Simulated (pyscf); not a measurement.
PySCF, gas phase, ωB97X-D3(BJ)/def2-SVP geometries.

**Question.** For `[F][CH]([F])[Cl]` + `[F][C][F]` [singlet] → `[F][CH]([F])[C]([F])([F])[Cl]`, an insertion (singlet surface; C–H broken, C–C, C–H formed), PBE/def2-TZVP gives ΔE‡ = 22.9 kcal/mol and ΔE = -55.6 kcal/mol (zero: the separated reactants). In which direction and how far do r²SCAN/def2-TZVP, PBE0-D3(BJ)/def2-TZVP, ωB97M-D3(BJ)/def2-TZVP move these?

**Answer.** r²SCAN: ΔE‡ = 24.6 kcal/mol, ΔE = -59.8 kcal/mol; PBE0-D3(BJ): ΔE‡ = 29.7 kcal/mol, ΔE = -60.5 kcal/mol; ωB97M-D3(BJ): ΔE‡ = 39.5 kcal/mol, ΔE = -54.1 kcal/mol. PBE's barrier lies under all of them, by 1.7 to 16.6 kcal/mol. Its reaction energy lies among theirs. F–CH(F)–C(F)(F)–Cl lies 5.0 kcal/mol over its isomer F–CH(Cl)–C(F)(F)–F, and others may lie lower still (electronic energy, ωB97M-D3(BJ)). One saddle was located; it need not be the lowest between these sides. One closed-shell reference is unstable to symmetry breaking; treat the single-reference values with care.
